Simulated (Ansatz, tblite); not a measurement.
# The cluster TeAs2+: a ladder of methods and basis sets

An exercise on one series of results from a longer session: the logs are not shown, and one member is left open.

Method: as each input shows; program: Ansatz 0.2.0, Gaussian basis.

Plan: GFN1-xTB, GFN2-xTB, PBE-D4/def2-TZVP, r2SCAN-D4/def2-TZVP, r2SCANh-D4/def2-TZVP, BHLYP-D4/def2-TZVP, CAM-B3LYP-D4/def2-TZVP, LC-ωPBE/def2-TZVP, HF/def2-TZVP, PBE+5HF/def2-TZVP, PBE+10HF/def2-TZVP, PBE+15HF/def2-TZVP, PBE+35HF/def2-TZVP, PBE+50HF/def2-TZVP, PBE-D4/def2-SVP, PBE0-D4/def2-SVP, CCSD(T)/def2-SVP, MP2/def2-TZVP, RPA/def2-TZVP.

2 further runs of the same task are left out: 2 set aside as unsound or not needed.

## The structure

The doublet was relaxed beforehand with PBE-D4/def2-TZVP. At that level it is the lowest of the isomers that a small search found.

3 atoms, charge 1, spin multiplicity 2.

Bond lengths: As1–As2 2.303 Å, As1–Te3 2.589 Å, As2–Te3 2.589 Å. Angles: As2–As1–Te3 63.6°, As1–As2–Te3 63.6°, As1–Te3–As2 52.8°.

Te takes a core potential in the def2 sets. No spin-orbit coupling is included. The ion is computed in the gas phase, without counter-ions or solvent.

PBE0-D4/def2-TZVP was run before; its log isn't repeated, and its numbers join the tables.

The first run:

Tight binding, by tblite at 300 K electronic temperature and without a spin-polarisation term:

```python
tblite.interface.Calculator('GFN1-xTB', numbers, positions, charge=1, uhf=1).singlepoint()
```

Tight binding, by tblite at 300 K electronic temperature and without a spin-polarisation term:

```python
tblite.interface.Calculator('GFN2-xTB', numbers, positions, charge=1, uhf=1).singlepoint()
```

start.molden holds the orbitals of an earlier run on this state, given as this run's starting guess.

File in.yaml:

```yaml
crystal:
  periodic: [false, false, false]
  atoms:
    - {symbol: As, position_ang: [-0.744500, -1.157993, 0.168189]}
    - {symbol: As, position_ang: [0.013762, 0.786745, 1.142044]}
    - {symbol: Te, position_ang: [0.730739, 0.371248, -1.310233]}
basis:
  gaussian: {orbitals: def2-TZVP, initial_orbitals: start.molden}
total_charge: 1
magnetization: {spin_polarized: true, initial_magnetization: 1}
hamiltonian: {xc: pbe, dispersion: d4}
scf: {omitted_lower_state_checks: [starts]}
output: {orbitals: {seedname: orbitals}}
```

On the command line:

```bash
$ ansatz run in.yaml --threads 2 --pin off --events-out ev --progress --plain --max-ram 4352MiB
```

Among the steps run: PBE-D4/def2-TZVP; r2SCAN-D4/def2-TZVP; r2SCANh-D4/def2-TZVP; BHLYP-D4/def2-TZVP; CAM-B3LYP-D4/def2-TZVP; LC-ωPBE/def2-TZVP; HF/def2-TZVP; PBE+5HF/def2-TZVP; PBE+10HF/def2-TZVP; PBE+15HF/def2-TZVP; PBE+35HF/def2-TZVP; PBE+50HF/def2-TZVP; PBE-D4/def2-SVP; PBE0-D4/def2-SVP; CCSD(T)/def2-SVP; MP2/def2-TZVP; RPA/def2-TZVP.

One table of the session follows, with a row left open; its other results are not shown here.

It belongs to the step «Levels side by side». 

```
                 level  HOMO (eV)  LUMO (eV)  gap (eV)
          HF/def2-TZVP     -14.48      -6.11      8.37
       PBE-D4/def2-SVP     -10.85     -10.08      0.78
      PBE-D4/def2-TZVP     -10.81      -9.99      0.82
   r2SCAN-D4/def2-TZVP     -11.17      -9.84      1.33
  r2SCANh-D4/def2-TZVP     -11.52      -9.53      1.98
      PBE0-D4/def2-SVP     -11.85      -9.33      2.52
     PBE0-D4/def2-TZVP     -11.79      -9.22      2.56
    BHLYP-D4/def2-TZVP          ?          ?         ?
CAM-B3LYP-D4/def2-TZVP     -12.85      -8.23      4.62
     LC-ωPBE/def2-TZVP     -14.20      -7.25      6.95
     PBE+5HF/def2-TZVP     -11.01      -9.84      1.17
    PBE+10HF/def2-TZVP     -11.20      -9.69      1.51
    PBE+15HF/def2-TZVP     -11.40      -9.53      1.86
    PBE+35HF/def2-TZVP     -12.17      -8.91      3.27
    PBE+50HF/def2-TZVP     -12.75      -8.43      4.32
```

Estimate the missing values for BHLYP-D4/def2-TZVP.

**Answer.** HOMO (eV): -12.50; LUMO (eV): -8.36; gap (eV): 4.14. In the column «HOMO (eV)» it lies between PBE+50HF/def2-TZVP (-12.75) and PBE+35HF/def2-TZVP (-12.17).

To keep in mind: Doubts: large T1 diagnostic, spin contamination. Notes on CCSD(T)/def2-SVP: large T1 diagnostic, spin contamination.
